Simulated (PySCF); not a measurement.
Metal–ligand bonds in Cd(OCH3)1–Y. All species are isolated molecules in the gas phase. One relaxed conformer stands for each flexible species; it need not be the lowest. Multiplicities are imposed; where one is given, others were not computed. Strings in code marks are SMILES.

The numbers are results of r2SCAN-D4/def2-TZVP // r2SCAN-D4/def2-SVP (PySCF), not measurements. 

```
species                     dipole moment (D)  highest occupied spin orbital (eV)
--------------------------  -----------------  ----------------------------------
free radical OH                          1.76                               -7.57
free radical NH2 (`[NH2]`)                  ?                                   ?
free radical N(CH3)2                     1.71                               -5.98
free radical SH (`[SH]`)                 0.91                               -6.40
```

Some entries are withheld; supply them.


- free radical NH2 (`[NH2]`), dipole moment (D): 1.96
- free radical NH2 (`[NH2]`), highest occupied spin orbital (eV): -7.49
